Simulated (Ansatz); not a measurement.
**C4H8N2: one species, many methods**

An exercise on one series of results from a longer session: the logs are not shown, and one member is left open.

The runs use Ansatz 0.2.0, Gaussian basis; functionals in def2-TZVPP, the program's frozen cores in correlated methods.

Levels to be run: PBE-D4, r2SCAN-D4, PBE0-D4, B3LYP-D4, ωB97X-V, ωB97M-V, B2PLYP; CCSD(T)/def2-TZVPP; MP2/def2-QZVPP; extrapolation to the limit.

### The relaxed structure

All runs share one geometry, relaxed beforehand with PBE0-D4 in a triple-zeta def2 set.

SMILES `CN=CC(C)=N`, 14 atoms, charge 0, spin multiplicity 1.

Atoms are counted from 1 here; the program's logs count them from 0.

Bond lengths: C1–N2 1.437 Å, C1–H7 1.094 Å, C1–H8 1.094 Å, C1–H9 1.099 Å, N2–C3 1.262 Å, C3–C4 1.477 Å, C3–H10 1.098 Å, C4–C5 1.495 Å, C4–N6 1.272 Å, C5–H11 1.092 Å, C5–H12 1.091 Å, C5–H13 1.092 Å, N6–H14 1.020 Å. Angles: N2–C1–H7 109.0°, N2–C1–H8 109.0°, N2–C1–H9 113.8°, H7–C1–H8 106.5°, H7–C1–H9 109.1°, H8–C1–H9 109.1°, C1–N2–C3 118.1°, N2–C3–C4 121.5°, N2–C3–H10 123.7°, C4–C3–H10 114.8°, C3–C4–C5 117.6°, C3–C4–N6 115.7°, C5–C4–N6 126.7°, C4–C5–H11 110.2°, C4–C5–H12 110.9°, C4–C5–H13 110.2°, H11–C5–H12 109.6°, H11–C5–H13 106.2° and more.

The first run:

Input file in.yaml:

```yaml
crystal:
  periodic: [false, false, false]
  atoms:
    - {symbol: C, position_ang: [0.405370, -0.352176, 2.431969]}
    - {symbol: N, position_ang: [-0.048174, -0.379915, 1.069228]}
    - {symbol: C, position_ang: [0.492206, 0.410290, 0.246795]}
    - {symbol: C, position_ang: [0.084293, 0.445334, -1.172637]}
    - {symbol: C, position_ang: [-0.997252, -0.490613, -1.606237]}
    - {symbol: N, position_ang: [0.702043, 1.283057, -1.903570]}
    - {symbol: H, position_ang: [0.761807, -1.348123, 2.709693]}
    - {symbol: H, position_ang: [-0.443167, -0.132023, 3.085893]}
    - {symbol: H, position_ang: [1.202735, 0.380196, 2.618532]}
    - {symbol: H, position_ang: [1.289048, 1.117367, 0.514118]}
    - {symbol: H, position_ang: [-0.709865, -1.523163, -1.397024]}
    - {symbol: H, position_ang: [-1.205990, -0.376797, -2.670545]}
    - {symbol: H, position_ang: [-1.908082, -0.306436, -1.032502]}
    - {symbol: H, position_ang: [0.362029, 1.243701, -2.864814]}
basis:
  gaussian: {orbitals: def2-TZVPP}
hamiltonian: {xc: pbe, dispersion: d4}
output: {forces: true, orbitals: {seedname: orbitals}}
```

Run with:

```bash
ansatz run in.yaml --threads 4 --pin off --events-out ev --progress --plain --max-ram 10444MiB
```

Steps of the session up to this table: PBE-D4 (GGA); r2SCAN-D4 (meta-GGA); PBE0-D4 (hybrid); B3LYP-D4 (hybrid); ωB97X-V (range-separated); ωB97M-V (range-separated); B2PLYP (double hybrid); CCSD(T) in def2-TZVPP; MP2 in def2-QZVPP.

One of the session's tables, all rows but one given; the rest of the session is left out.

```
            method  atomisation energy (eV)
            PBE-D4                   60.914
         r2SCAN-D4                   58.943
           PBE0-D4                   59.467
          B3LYP-D4                   59.253
           ωB97X-V                   59.067
           ωB97M-V                   59.150
            B2PLYP                   58.503
     HF/def2-TZVPP                        ?
    MP2/def2-TZVPP                   58.168
   CCSD/def2-TZVPP                   56.197
CCSD(T)/def2-TZVPP                   57.229
           MP2/CBS                   59.720
       CCSD(T)/CBS                   58.781
```

**Question.** Estimate the row for HF/def2-TZVPP.

**Answer.** atomisation energy (eV): 41.528. In the column «atomisation energy (eV)» it is the lowest.

Caveats from the session: Free atoms (4 C, 2 N, 8 H) were run apart at each level; the atomisation energy is their sum less the molecule, without zero-point or spin-orbit terms.
